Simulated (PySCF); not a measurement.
## Gas-phase thermal properties of BCl

Method: PySCF energies (xtb for GFN2) plus ideal-gas RRHO corrections (1 bar). Table values come from the NASA 1993 polynomials. 6-31G* has spherical d functions here. All species are closed-shell singlets. B3LYP is the form with VWN-RPA correlation. The harmonic model lacks anharmonicity and excited electronic states, which grow with temperature; levels with a mode under 35 cm⁻¹ are left out. The table's entry may be an old estimate for BCl (not checked at source).

| level | point group | σ | ZPE (kJ/mol) | S°298 (J/mol/K) | Cp298 (J/mol/K) | S°1000 (J/mol/K) | H1000 − H298 (kJ/mol) |
|---|---|---|---|---|---|---|---|
| table | - | - | - | 213.2 | 31.7 | 255.2 | 24.7 |
| B3LYP/6-31G* | C∞v | 1 | 4.9 | 213.5 | 31.7 | 255.3 | 24.6 |
| GFN2-xTB | C∞v | 1 | 6.6 | 211.3 | 30.3 | 251.6 | 23.8 |
| HF/6-31G* | C∞v | 1 | 5.1 | 213.3 | 31.5 | 254.9 | 24.5 |
| PBE/def2-SVP | C∞v | 1 | 5.0 | 213.4 | 31.6 | 255.1 | 24.6 |
| PBE0/def2-TZVP | C∞v | 1 | 5.1 | 213.2 | 31.5 | 254.8 | 24.5 |
σ: rotational symmetry number. Electronic degeneracy used: 1. Frequencies are unscaled.
